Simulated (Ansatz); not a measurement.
Mulliken charges of C2H4Cl2 (`ClCCCl`) from ωB97M-V/def2-TZVPP in Ansatz (PBE0-D4/def2-TZVP geometry).

```tsv
atom	x (Å)	y (Å)	z (Å)	charge (e)
Cl1	-1.662	1.059	-0.730	-0.112
C2	-0.175	0.720	0.179	-0.155
C3	0.407	-0.628	-0.148	-0.155
Cl4	-0.608	-1.966	0.429	-0.112
H5	0.545	1.497	-0.085	0.131
H6	-0.415	0.799	1.239	0.135
H7	0.531	-0.753	-1.223	0.135
H8	1.377	-0.729	0.340	0.131
```

Task: By hand: the dipole of these point charges (1 e Å = 4.8032 D).

Result: Σ q r = (0.486, 0.194, 0.064) e Å, of length 0.527 e Å = 2.53 D.

Task: How does the dipole of the full density compare? (Estimate.)

Result: Computed: (0.506, 0.202, 0.067) e Å, 2.64 D; the point charges give 0.96 times that, at 0° from its direction.

Point charges leave out the atoms' own dipoles, such as those of lone pairs, and Mulliken's split depends on the basis, so the close match here is no proof of good charges.
